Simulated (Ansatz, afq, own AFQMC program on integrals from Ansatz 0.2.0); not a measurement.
AlBH⁺, singlet: AFQMC among the cluster methods

```xyz
3

B     0.0000   -0.1388    1.5159
Al    0.0000    0.0968   -0.5473
H     0.0000   -1.1027   -1.6081
```

Connectivity, by distances: B–AlH.

Basis 6-31G. Noble-gas cores (and the filled d shells of Ga–Kr and In–Xe) are frozen. AFQMC by an in-house program on the Cholesky factors that Ansatz 0.2.0 writes for its CCSD(T) run. ph-AFQMC/CISD is guided by a CISD state made of CCSD amplitudes; releasing the constraint for a short imaginary time cuts its bias at the price of noise, slowly where states lie close. Uncertainties: one standard error, sampling alone.

Determinant: UHF, the one that the program's search chose, which needn't be the lowest solution. The geometry is a PBE0/def2-TZVP stationary point of this or a neighbouring charge and spin state.

Full CI on the same integrals is exact in this basis and with this determinant's frozen core.

Cautions: strong correlation (T1 0.115, weight of the determinant 0.72, largest double 0.15); unrestricted determinant spin contaminated (⟨S²⟩ 0.89 against 0.00); the ph-AFQMC/HF walk drifts between its halves (2.9 errors).

- T1 diagnostic: 0.1149
- weight of the determinant in the CISD state: 0.719
- ⟨S²⟩ of the determinant: 0.889
- size of the correlated space: 6 electrons in 18 orbitals

```
  level  correlation energy (eV)
    MP2                  -1.2290
   CCSD                  -2.1612
CCSD(T)                  -2.2295
```

**Question.** Estimate where full CI lies against CCSD(T) on the same integrals.

**Answer.** 2.72 mEh below CCSD(T).

Reference: full CI, correlation energy -2.303 eV. The released energy is read at 2.40 1/Eh (meV from the phaseless value at times in 1/Eh: -2 ± 7 at 0.24, -12 ± 7 at 0.51, -17 ± 5 at 0.99, -11 ± 7 at 1.62, -20 ± 12 at 2.40). The cautions show a poor starting determinant, so the rows tell how each method copes with it here, and full CI is the sure value.

```json
{"level": "CCSD(T)", "E − E(reference) (mEh)": "2.72", "share of correlation (%)": "96.79"}
{"level": "CCSDT", "E − E(reference) (mEh)": "0.50", "share of correlation (%)": "99.41"}
{"level": "CCSDT(Q)", "E − E(reference) (mEh)": "0.10", "share of correlation (%)": "99.89"}
{"level": "CCSDTQ", "E − E(reference) (mEh)": "0.01", "share of correlation (%)": "99.99"}
{"level": "ph-AFQMC/HF", "E − E(reference) (mEh)": "4.95 ± 0.73", "share of correlation (%)": "94.16"}
{"level": "ph-AFQMC/CISD", "E − E(reference) (mEh)": "1.38 ± 0.26", "share of correlation (%)": "98.37"}
{"level": "released AFQMC", "E − E(reference) (mEh)": "0.65 ± 0.43", "share of correlation (%)": "99.23"}
```

CCSDT and higher add their correlation energy to the determinant of the CCSD(T) run, since their own runs factorise the integrals more tightly (a shift of under 2 meV). A walk keeps the symmetry of its determinant, which the program's search chose and which needn't be the lowest solution, so a lower state of the same spin and another symmetry isn't excluded. Released energies are given only where the last usable release times agree within the noise; a slower fall can still hide under it.
